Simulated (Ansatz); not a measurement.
`P#[P+]` radical, relaxed with UKS PBE0-D4/def2-TZVP in the Gaussian-basis code of Ansatz from a GFN2-xTB geometry. The force threshold is 0.005 eV/Å; the program also tests the step.

The species carries charge 1 and has multiplicity 2.

Start:

```xyz
2

P     0.597   -0.662   -0.418
P    -0.597    0.662    0.418
```

```tsv
step	energy (eV)	largest force (eV/Å)	largest move (Å)
1	-18560.0354	0.103	0.000
2	-18560.0356	0.031	0.003
3	-18560.0356	0.000	0.001
```

End:

```xyz
2

P     0.596   -0.661   -0.417
P    -0.596    0.661    0.417
```

Run time 12 s (2 threads of an AMD EPYC 7R13 on a shared host); peak host memory 0.2 GiB.
